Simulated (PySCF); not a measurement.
# QCISD(T)/STO-6G run of CF2 (SMILES F[C]F)

What is the energy change on altering one bond length of CF2 at QCISD(T)/STO-6G? The job is set up through a Python script.

The calculation is run with PySCF 2.14.0.

8 further runs of the same task are left out: 8 set aside as unsound or not needed.

## 1. The structure to begin with

The species is CF2 (3 atoms), meant as a singlet with charge 0. SMILES: `F[C]F`. The coordinates come from a GFN2-xTB relaxation.

Bond lengths: F1–C2 1.320 Å, C2–F3 1.320 Å. Angles: F1–C2–F3 118.3°.

## 2. The energy at QCISD(T)/STO-6G

Contents of mol.xyz:

```xyz
3
CF2
F      0.396940     1.032800     0.332770
C      0.326820    -0.272180     0.149730
F     -0.723760    -0.760620    -0.482500
```

Contents of job.py:

```python
from pyscf import gto, cc

mol = gto.M(
    atom='mol.xyz',
    verbose=3,
    basis='sto-6g',
    max_memory=1860,
)

mf = mol.RHF()
mf.conv_tol = 1e-10
mf.kernel()
if not mf.converged:
    mf = mf.newton().run(mf.mo_coeff, mf.mo_occ)

mycc = cc.QCISD(mf, frozen=3)
mycc.kernel()
e_t = mycc.qcisd_t()
energy = mycc.e_tot + e_t
print('E = %.10f Eh' % energy)
```

Started as:

```console
$ OMP_NUM_THREADS=1 python job.py
```

Standard output:

```text
converged SCF energy = -235.601985307267
E(QCISD) = -235.7166494728603  E_corr = -0.1146641655932234
QCISD(T) correction = -0.0075193486127439
E = -235.7241688215 Eh
```

Run time: 0.68 s. Hardware: 1 thread of Arm Neoverse V2, shared host; peak memory 0.12 GiB.

## 3. The distorted shape, same level

Contents of job.py:

```python
from pyscf import gto, scf, cc

mol = gto.M(
    atom='''
F      0.607039     1.130480     0.459206
C      0.536919    -0.174500     0.276166
F     -0.723760    -0.760620    -0.482500
''',
    basis='sto-6g',
    verbose=3,
    max_memory=1860,
    spin=0,
)

mf = scf.RHF(mol)
mf.conv_tol = 1e-10
mf.kernel()
if not mf.converged:
    mf = mf.newton().run(mf.mo_coeff, mf.mo_occ)

mycc = cc.QCISD(mf, frozen=3)
mycc.kernel()
e_t = mycc.qcisd_t()
etot = mycc.e_tot + e_t
print(f'total energy: {etot:.8f} hartree')
```

Started as:

```console
$ OMP_NUM_THREADS=1 python job.py
```

Standard output:

```text
converged SCF energy = -235.551017143882
E(QCISD) = -235.688893698173  E_corr = -0.1378765542907688
QCISD(T) correction = -0.00877345878618869
total energy: -235.69766716 hartree
```

It took 0.64 s on 1 thread of Arm Neoverse V2, shared host; peak memory 0.1 GiB.

## 4. Summary of results

Level: QCISD(T)/STO-6G, 3 core orbitals frozen.

| quantity | value |
| --- | --- |
| first shape: total energy | -235.72417 Eh |
| first shape: dipole moment (Hartree–Fock density) | 0.99 D |
| first shape: HOMO energy (Hartree–Fock orbitals) | -8.54 eV |
| first shape: LUMO energy (Hartree–Fock orbitals) | 6.43 eV |
| first shape: HOMO–LUMO gap (Hartree–Fock orbitals) | 14.97 eV |
| first shape: correlation energy (3 core orbitals frozen) | -122.2 mEh |
| first shape: (T) correction | -7.52 mEh |
| first shape: T1 diagnostic | 0.023 |
| distorted shape: total energy | -235.69767 Eh |
| distorted shape: dipole moment (Hartree–Fock density) | 1.06 D |
| distorted shape: HOMO energy (Hartree–Fock orbitals) | -8.84 eV |
| distorted shape: LUMO energy (Hartree–Fock orbitals) | 5.49 eV |
| distorted shape: HOMO–LUMO gap (Hartree–Fock orbitals) | 14.33 eV |
| distorted shape: correlation energy (3 core orbitals frozen) | -146.7 mEh |
| distorted shape: (T) correction | -8.77 mEh |
| distorted shape: T1 diagnostic | 0.034 |
| energy change with the C2–F3 bond stretched from 1.320 to 1.584 Å | 0.721 eV |

With the C2–F3 bond stretched from 1.320 to 1.584 Å the energy rises by 0.72 eV (69.6 kJ/mol). The first shape isn't relaxed at this level, so the change isn't measured from a minimum. The minimal basis adds a large error of its own. The T1 diagnostic (first shape) of 0.023 is above the customary mark for such species, so a single reference may not serve. Mulliken charges (first shape) of the mean-field density run from -0.14 on F3 to +0.27 on C2. The triples (first shape) make up 6.2 % of the correlation energy. The T1 diagnostic (distorted shape) of 0.034 is above the customary mark for such species, so a single reference may not serve. Mulliken charges (distorted shape) of the mean-field density run from -0.16 on F3 to +0.27 on C2.
